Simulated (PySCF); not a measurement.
**MP2/STO-6G run of BH4O− (SMILES [BH3-]O)**

What is the vertical ionisation energy of BH4O− at MP2/STO-6G? 

Program for the calculation: PySCF 2.14.0.

6 further runs of the same task are left out: 6 set aside as unsound or not needed.

## (1) The structure to begin with

The species is BH4O− (6 atoms), meant as a singlet with charge -1. As SMILES, `[BH3-]O`. The shape is that of a GFN2-xTB optimisation.

Bond lengths: B1–O2 1.506 Å, B1–H3 1.247 Å, B1–H4 1.218 Å, B1–H5 1.247 Å, O2–H6 0.957 Å. Angles: B1–O2–H6 105.4°, O2–B1–H3 110.8°, O2–B1–H4 108.0°, O2–B1–H5 110.8°, H3–B1–H4 109.7°, H3–B1–H5 107.7°, H4–B1–H5 109.8°.

## (2) The energy at MP2/STO-6G

File job.py:

```python
from pyscf import gto, mp

mol = gto.M(
    atom=[
    ('B', (-0.074670, -0.173680, -0.316420)),
    ('O', (-0.013550, 1.016190, 0.603980)),
    ('H', (1.062740, -0.650510, -0.499740)),
    ('H', (-0.542300, 0.195170, -1.379270)),
    ('H', (-0.789000, -1.072510, 0.169030)),
    ('H', (0.356770, 0.685330, 1.422430)),
],
    spin=0,
    basis='sto-6g',
    charge=-1,
    max_memory=1860,
    verbose=4,
)

myscf = mol.RHF()
myscf.conv_tol = 1e-10
myscf.kernel()
if not myscf.converged:
    myscf = myscf.newton().run(myscf.mo_coeff, myscf.mo_occ)

pt = mp.MP2(myscf, frozen=2).run()
energy = pt.e_tot
print('Final energy', energy)
```

The run is started by

```bash
$ OMP_NUM_THREADS=1 python job.py
```

The log of the run:

```text
PySCF version 2.14.0

[INPUT] num. atoms = 6
[INPUT] num. electrons = 18
[INPUT] charge = -1
[INPUT] spin (= nelec alpha-beta = 2S) = 0
[INPUT] symmetry False subgroup None
[INPUT] Mole.unit = angstrom
[INPUT] Symbol           X                Y                Z      unit          X                Y                Z       unit  Magmom
[INPUT]  1 B     -0.074670000000  -0.173680000000  -0.316420000000 AA   -0.141105849721  -0.328207633314  -0.597947140335 Bohr   0.0
[INPUT]  2 O     -0.013550000000   1.016190000000   0.603980000000 AA   -0.025605788988   1.920320790522   1.141356784715 Bohr   0.0
[INPUT]  3 H      1.062740000000  -0.650510000000  -0.499740000000 AA    2.008287541620  -1.229285741291  -0.944371733490 Bohr   0.0
[INPUT]  4 H     -0.542300000000   0.195170000000  -1.379270000000 AA   -1.024798477352   0.368817847731  -2.606442551829 Bohr   0.0
[INPUT]  5 H     -0.789000000000  -1.072510000000   0.169030000000 AA   -1.490993912282  -2.026750165857   0.319420406835 Bohr   0.0
[INPUT]  6 H      0.356770000000   0.685330000000   1.422430000000 AA    0.674197589461   1.295086004948   2.688003131365 Bohr   0.0

nuclear repulsion = 33.2722521460051
number of shells = 10
number of NR pGTOs = 84
number of NR cGTOs = 14
basis = sto-6g
ecp = {}

******** <class 'pyscf.scf.hf.RHF'> ********
method = RHF
initial guess = minao
damping factor = 0
level_shift factor = 0
DIIS = <class 'pyscf.scf.diis.CDIIS'>
diis_start_cycle = 1
diis_space = 8
diis_damp = 0
SCF conv_tol = 1e-10
SCF conv_tol_grad = None
SCF max_cycles = 50
direct_scf = True
direct_scf_tol = 1e-13
Set gradient conv threshold to 1e-05
Initial guess from minao.
init E= -101.296343505572
  HOMO = -0.265236387862686  LUMO = 0.410566538773274  gap/eV = 18.38953
cycle= 1 E= -101.308675979463  delta_E= -0.0123  |g|= 0.457  |ddm|= 2.47
  HOMO = 0.100153046867584  LUMO = 0.951724787602092  gap/eV = 23.17245
cycle= 2 E= -101.387263057854  delta_E= -0.0786  |g|= 0.0849  |ddm|= 0.737
  HOMO = -0.0194930163590015  LUMO = 0.900766033762403  gap/eV = 25.04152
cycle= 3 E= -101.389894304418  delta_E= -0.00263  |g|= 0.0178  |ddm|= 0.128
  HOMO = -0.0205438822700235  LUMO = 0.904551972132313  gap/eV = 25.17314
cycle= 4 E= -101.39006471113  delta_E= -0.00017  |g|= 0.00176  |ddm|= 0.0389
  HOMO = -0.0200558665120185  LUMO = 0.905529895818959  gap/eV = 25.18647
cycle= 5 E= -101.390066172543  delta_E= -1.46e-06  |g|= 0.000258  |ddm|= 0.00357
  HOMO = -0.0200858227055656  LUMO = 0.905521070243443  gap/eV = 25.18705
cycle= 6 E= -101.390066211091  delta_E= -3.85e-08  |g|= 3e-05  |ddm|= 0.000574
  HOMO = -0.020089727665821  LUMO = 0.905530573365766  gap/eV = 25.18741
cycle= 7 E= -101.390066211622  delta_E= -5.32e-10  |g|= 5.08e-06  |ddm|= 6.82e-05
  HOMO = -0.0200884315509122  LUMO = 0.905530958683763  gap/eV = 25.18739
cycle= 8 E= -101.390066211639  delta_E= -1.67e-11  |g|= 5.52e-07  |ddm|= 1.32e-05
  HOMO = -0.0200884821993028  LUMO = 0.905531181547182  gap/eV = 25.18739
Extra cycle  E= -101.390066211639  delta_E= -5.68e-14  |g|= 2.22e-07  |ddm|= 9.89e-07
converged SCF energy = -101.390066211639

******** <class 'pyscf.mp.mp2.RMP2'> ********
nocc = 7, nmo = 12
frozen orbitals 2
E(RMP2) = -101.465815659861  E_corr = -0.0757494482224412
E(SCS-RMP2) = -101.475702417778  E_corr = -0.0856362061386511
E_corr(same-spin) = -0.00607284430185963
E_corr(oppo-spin) = -0.0696766039205816
Final energy -101.46581565986135
```

It took 0.67 s on 1 thread of Arm Neoverse V2, shared host; peak memory 0.12 GiB.

## (3) Doublet neutral BH4O, same level

File input.py:

```python
from pyscf import gto, mp

mol = gto.Mole()
mol.atom = [
    ('B', (-0.074670, -0.173680, -0.316420)),
    ('O', (-0.013550, 1.016190, 0.603980)),
    ('H', (1.062740, -0.650510, -0.499740)),
    ('H', (-0.542300, 0.195170, -1.379270)),
    ('H', (-0.789000, -1.072510, 0.169030)),
    ('H', (0.356770, 0.685330, 1.422430)),
]
mol.spin = 1
mol.max_memory = 1860
mol.verbose = 3
mol.basis = 'sto-6g'
mol.build()

myscf = mol.UHF()
myscf.conv_tol = 1e-10
myscf.kernel()
if not myscf.converged:
    myscf = myscf.newton().run(myscf.mo_coeff, myscf.mo_occ)

pt = mp.MP2(myscf, frozen=2).run()
etot = pt.e_tot
print(f'total energy: {etot:.8f} hartree')
```

The run is started by

```bash
$ OMP_NUM_THREADS=1 python input.py
```

The log of the run:

```text
converged SCF energy = -101.438829773951  <S^2> = 0.75856923  2S+1 = 2.008551
E(UMP2) = -101.510894028883  E_corr = -0.0720642549326036
E(SCS-UMP2) = -101.519539058283  E_corr = -0.0807092843322558
total energy: -101.51089403 hartree
```

Run time: 0.69 s. Hardware: 1 thread of Arm Neoverse V2, shared host; peak memory 0.12 GiB.

## (4) What came out

At MP2/STO-6G, 2 core orbitals frozen:

```
                                                                        quantity          value
                                                     singlet BH4O−: total energy  -101.46582 Eh
                              singlet BH4O−: HOMO energy (Hartree–Fock orbitals)       -0.55 eV
                              singlet BH4O−: LUMO energy (Hartree–Fock orbitals)       24.64 eV
            singlet BH4O−: HOMO–LUMO gap (to an unbound level, set by the basis)       25.19 eV
                      singlet BH4O−: correlation energy (2 core orbitals frozen)      -75.7 mEh
                                              doublet neutral BH4O: total energy  -101.51089 Eh
                      doublet neutral BH4O: dipole moment (Hartree–Fock density)         4.25 D
doublet neutral BH4O: HOMO energy (Hartree–Fock orbitals) (highest over α and β)       -9.92 eV
 doublet neutral BH4O: LUMO energy (Hartree–Fock orbitals) (lowest over α and β)        3.64 eV
               doublet neutral BH4O: correlation energy (2 core orbitals frozen)      -72.1 mEh
                         doublet neutral BH4O: ⟨S²⟩ of the reference determinant          0.759
                             vertical detachment energy (to the doublet neutral)      -1.227 eV
```

What this shows: The species is unbound against losing an electron at this level, by 1.23 eV (−118 kJ/mol); missing correlation or diffuse functions can give that sign where the real anion is bound. In a minimal basis such a difference can be off by several eV, whatever the method. Mulliken charges (doublet neutral BH4O) of the mean-field density run from -0.12 on H4 to +0.32 on H6; they depend strongly on the basis.
